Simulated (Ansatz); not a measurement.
**A ladder of methods for PNH4 (SMILES N=[PH3])**

PNH4: 6 atoms, total charge 0, spin state singlet. SMILES: `N=[PH3]`. The coordinates come from a GFN2-xTB relaxation.

```xyz
6

N     0.6145   -0.7126    0.8681
P    -0.1568    0.2251   -0.0815
H     1.0353   -1.5193    0.4338
H    -1.2997   -0.1796   -0.7813
H     0.4653    0.9308   -1.1183
H    -0.6585    1.2556    0.6793
```

Each level gives the energy change with the N1–P2 bond stretched from 1.541 to 2.312 Å (eV). The values are calculated.

| level | kind | program | value (eV) | less FCI/STO-3G | CPU time (all runs) |
| --- | --- | --- | --- | --- | --- |
| BLYP/STO-3G (restricted) | GGA | Ansatz | 1.53 | +0.53 | 2.7 s |
| r2SCAN/STO-3G (restricted) | meta-GGA | Ansatz | 1.88 | +0.88 | 4.7 s |
| B3LYP/STO-3G (restricted) | global hybrid | Ansatz | 1.48 | +0.48 | 2.4 s |
| r2SCAN0/STO-3G (restricted) | hybrid meta-GGA | Ansatz | 1.75 | +0.75 | 5.2 s |
| HSE06/STO-3G (restricted) | range-separated hybrid | Ansatz | 1.74 | +0.74 | 3 s |
| CCSD(T)/STO-3G (restricted) | coupled cluster or CI | Ansatz | 1.00 | 0.00 | 0.44 s |
| CCSDT(Q)/STO-3G (restricted) | coupled cluster or CI | Ansatz | 1.01 | +0.01 | 0.9 s |
| CCSDTQ/STO-3G (restricted) | coupled cluster or CI | Ansatz | 1.01 | +0.01 | 12 s |
| FCI/STO-3G | exact in the basis | Ansatz | 1.00 | 0.00 | 7.2 s |

FCI/STO-3G is exact within its basis and frozen core, so for wave-function methods in that basis the difference is their error; functionals converge differently with the basis, so for them it is only a difference. The first shape isn't each level's own minimum. The values span 1.00 to 1.88 eV. All rows use very small basis sets, so even the best lies far from the true value. CPU times are rough (shared hosts, several kinds of processor): they show what a rung costs within a factor of a few.
